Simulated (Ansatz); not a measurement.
Reaction (hydrogenolysis of a C–C bond): `CC(C)=CF` + H₂ → `C/C=C\F` + CH₄

Computed with Ansatz on PBE0-D4/def2-TZVP structures; ΔE is electronic, products minus reactants. CBS: MP2 limit from def2 TZ/QZ plus the TZ coupled-cluster correction, frozen cores. This one scheme is used for every species. DFT in def2-TZVPP. B3LYP here is the variant with VWN-RPA as its local correlation; programs differ in this.

| level | ΔE (kJ/mol) | difference from CCSD(T)/CBS |
| --- | --- | --- |
| r2SCAN-D4 | -56.3 | -0.3 |
| B3LYP-D4 | -59.3 | -3.3 |
| ωB97X-V | -57.1 | -1.1 |
| ωB97M-V | -57.5 | -1.5 |
| PBE | -59.5 | -3.5 |
| PBE0 | -61.3 | -5.3 |
| B3LYP | -68.2 | -12.2 |
| HF/def2-TZVPP | -77.4 | -21.4 |
| MP2/def2-TZVPP | -52.2 | 3.8 |
| SCS-MP2/def2-TZVPP | -56.9 | -0.9 |
| CCSD/def2-TZVPP | -60.9 | -4.9 |
| CCSD(T)/def2-TZVPP | -56.8 | -0.8 |
| MP2/def2-QZVPP | -51.7 | 4.3 |
| SCS-MP2/def2-QZVPP | -56.5 | -0.5 |
| HF/CBS(def2) | -77.2 | -21.2 |
| CCSD/CBS(def2) | -60.1 | -4.1 |
| CCSD(T)/CBS | -56.0 | 0 |

Largest T1 diagnostic among the species: 0.011.

The D4 term adds +8.9 kJ/mol with B3LYP and +4.9 kJ/mol with PBE0; it sums over pairs of atoms, weighted by their polarisabilities, and B3LYP, whose exchange is more repulsive, gets the larger term. In def2-TZVPP, CCSD(T) changes the Hartree–Fock value by +20.7 kJ/mol (the triples alone add +4.2 kJ/mol) and MP2 by +25.2 kJ/mol.
